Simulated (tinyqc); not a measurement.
Worked calculation: extended Hueckel theory, for BH3+. The parameters take no account of the charge, which enters only through the electron count. Computed by tinyqc, a small Python program that keeps every step (integrals from PySCF). Settings: charge = 1, K = 1.75, weighted = 1, multiplicity = 2. Command: `OMP_NUM_THREADS=1 python tinyqc.py 26394 26395 out.jsonl` (the two numbers bound the seeds that draw the settings). One thread of a shared host (Intel(R) Xeon(R) Processor @ 2.60GHz), about 0.01 s of CPU time with the checks.

## Overlaps

Geometry (angstrom):
```
atom        x        y       z
B      0.0000   0.0000  0.0220
H      1.1260   0.0000  0.0000
H     -0.5630   0.9750  0.0000
H     -0.5630  -0.9750  0.0000
```

Parameters chosen for this run:
```
element  shell  Slater exponent  H_ii (eV)
H           1s           1.3000   -13.6000
B           2s           1.3000   -15.2000
B           2p           1.3000    -8.5000
```

Slater orbitals, each expanded in six Gaussians scaled to its exponent.

overlap S, order 1B 2s, 1B 2px, 1B 2py, 1B 2pz, 2H 1s, 3H 1s, 4H 1s:
$$\begin{pmatrix}
1.0000 & 0.0000 & 0.0000 & 0.0000 & 0.5184 & 0.5185 & 0.5185 \\
0.0000 & 1.0000 & 0.0000 & 0.0000 & 0.5494 & -0.2747 & -0.2747 \\
0.0000 & 0.0000 & 1.0000 & 0.0000 & 0.0000 & 0.4758 & -0.4758 \\
0.0000 & 0.0000 & 0.0000 & 1.0000 & -0.0107 & -0.0107 & -0.0107 \\
0.5184 & 0.5494 & 0.0000 & -0.0107 & 1.0000 & 0.1116 & 0.1116 \\
0.5185 & -0.2747 & 0.4758 & -0.0107 & 0.1116 & 1.0000 & 0.1117 \\
0.5185 & -0.2747 & -0.4758 & -0.0107 & 0.1116 & 0.1117 & 1.0000
\end{pmatrix}$$

## Wolfsberg-Helmholz matrix

diagonal H_ii (eV): 1B 2s -15.2000, 1B 2px -8.5000, 1B 2py -8.5000, 1B 2pz -8.5000, 2H 1s -13.6000, 3H 1s -13.6000, 4H 1s -13.6000

K = 1.7500

H_ij = K' S_ij (H_ii + H_jj)/2 for i != j (the diagonal keeps H_ii), with K' = K + D^2 + D^4 (1 - K), D = (H_ii - H_jj)/(H_ii + H_jj), K = 1.75.

H (eV), order 1B 2s, 1B 2px, 1B 2py, 1B 2pz, 2H 1s, 3H 1s, 4H 1s:
$$\begin{pmatrix}
-15.2000 & 0.0000 & 0.0000 & 0.0000 & -13.0874 & -13.0889 & -13.0889 \\
0.0000 & -8.5000 & 0.0000 & 0.0000 & -10.9343 & 5.4681 & 5.4681 \\
0.0000 & 0.0000 & -8.5000 & 0.0000 & 0.0000 & -9.4696 & 9.4696 \\
0.0000 & 0.0000 & 0.0000 & -8.5000 & 0.2136 & 0.2137 & 0.2137 \\
-13.0874 & -10.9343 & 0.0000 & 0.2136 & -13.6000 & -2.6564 & -2.6564 \\
-13.0889 & 5.4681 & -9.4696 & 0.2137 & -2.6564 & -13.6000 & -2.6574 \\
-13.0889 & 5.4681 & 9.4696 & 0.2137 & -2.6564 & -2.6574 & -13.6000
\end{pmatrix}$$

## Orbitals

valence electrons = 5

Solve H C = S C e through S^(-1/2); fill by pairs from the bottom, a degenerate level sharing its electrons equally; each orbital has its largest coefficient positive (the first on a tie).

orbital energies (eV): [-19.7742, -14.6300, -14.6297, -8.5018, 13.5478, 13.5485, 27.5179]

occupations: [2.0000, 2.0000, 1.0000, 0.0000, 0.0000, 0.0000, 0.0000]

coefficients, order 1B 2s, 1B 2px, 1B 2py, 1B 2pz, 2H 1s, 3H 1s, 4H 1s:
$$\begin{pmatrix}
0.5176 & 0.0000 & 0.0000 & 0.0189 & 0.0007 & 0.0000 & 1.6334 \\
0.0000 & 0.4090 & 0.0000 & 0.0000 & 1.3683 & 0.0000 & -0.0009 \\
0.0000 & 0.0000 & 0.4090 & 0.0000 & 0.0000 & 1.3683 & 0.0000 \\
-0.0001 & 0.0000 & 0.0000 & 0.9998 & 0.0000 & 0.0000 & -0.0361 \\
0.2782 & 0.5770 & 0.0000 & -0.0048 & -1.0947 & 0.0000 & -0.8495 \\
0.2783 & -0.2885 & 0.4997 & -0.0048 & 0.5468 & -0.9477 & -0.8506 \\
0.2783 & -0.2885 & -0.4997 & -0.0048 & 0.5468 & 0.9477 & -0.8506
\end{pmatrix}$$

sum of one-electron energies = -83.4381 eV

Within a degenerate level the vectors are fixed only up to a rotation; this is one choice.

## Mulliken analysis

P = C n C^T; charge = valence electrons (H 1, B 3) minus the sum of (P S)_ii on the atom; overlap population = 2 sum P_ij S_ij between two atoms.

charges: 1B 0.9308, 2H -0.1897, 3H 0.1294, 4H 0.1294

Overlap populations:
```
pair      value
2-1    0.817319
3-1    0.622864
3-2   -0.039757
4-1    0.622864
4-2   -0.039757
4-3    0.015989
```
